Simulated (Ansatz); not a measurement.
# C3H4S: small, medium and large basis sets

An exercise on one series of results from a longer session: the logs are not shown, and one member is left open.

The runs use Ansatz 0.2.0, Gaussian basis; one geometry, several basis sets.

The runs, in order: PBE0-D4/def2-SVP; ωB97M-V/def2-SVP; PBE0-D4/def2-QZVPP; ωB97M-V/def2-QZVPP; the functionals' def2-TZVPP values are taken from earlier runs.

### The geometry

All runs share one geometry, relaxed beforehand with PBE0-D4 in a triple-zeta def2 set.

SMILES `SC1=CC1`, 8 atoms, charge 0, spin multiplicity 1.

Atoms are counted from 1 here; the program's logs count them from 0.

Bond lengths: S1–C2 1.707 Å, S1–H5 1.342 Å, C2–C3 1.293 Å, C2–C4 1.493 Å, C3–C4 1.499 Å, C3–H6 1.075 Å, C4–H7 1.092 Å, C4–H8 1.092 Å. Angles: C2–S1–H5 96.3°, S1–C2–C3 149.5°, S1–C2–C4 145.9°, C3–C2–C4 64.6°, C2–C3–C4 64.2°, C2–C3–H6 150.2°, C4–C3–H6 145.7°, C2–C4–C3 51.2°, C2–C4–H7 119.1°, C2–C4–H8 119.1°, C3–C4–H7 120.0°, C3–C4–H8 120.0°, H7–C4–H8 113.7°.

The first run:

Contents of in.yaml:

```yaml
crystal:
  periodic: [false, false, false]
  atoms:
    - {symbol: S, position_ang: [-0.521589, 1.983049, -0.680780]}
    - {symbol: C, position_ang: [0.055893, 0.536617, 0.019096]}
    - {symbol: C, position_ang: [0.812517, -0.058369, 0.882765]}
    - {symbol: C, position_ang: [-0.011054, -0.954829, 0.008653]}
    - {symbol: H, position_ang: [-1.341012, 1.399700, -1.569364]}
    - {symbol: H, position_ang: [1.532328, -0.012965, 1.679597]}
    - {symbol: H, position_ang: [0.460938, -1.501282, -0.810339]}
    - {symbol: H, position_ang: [-0.896020, -1.449022, 0.414570]}
basis:
  gaussian: {orbitals: def2-SVP}
hamiltonian: {xc: pbe0, dispersion: d4}
output: {orbitals: {seedname: orbitals}}
```

Command:

```
ansatz run in.yaml --threads 2 --pin off --events-out ev --progress --plain --max-ram 4352MiB
```

Among the steps run: PBE0-D4 in def2-SVP; ωB97M-V in def2-SVP; PBE0-D4 in def2-QZVPP; ωB97M-V in def2-QZVPP.

One table of the session follows, with a row left open; its other results are not shown here.

It belongs to the step «Density functionals: the series». 

```
functional       basis  HOMO (eV)  LUMO (eV)
   PBE0-D4    def2-SVP      -6.36       0.50
   PBE0-D4  def2-TZVPP      -6.44       0.21
   PBE0-D4  def2-QZVPP      -6.46       0.10
   ωB97M-V    def2-SVP      -8.45       2.75
   ωB97M-V  def2-TZVPP          ?          ?
   ωB97M-V  def2-QZVPP      -8.57       1.73
```

Q: Estimate the row for ωB97M-V, def2-TZVPP from the others.

**Answer.** HOMO (eV): -8.54; LUMO (eV): 2.21. In the column «HOMO (eV)» it lies between ωB97M-V, def2-QZVPP (-8.57) and ωB97M-V, def2-SVP (-8.45).
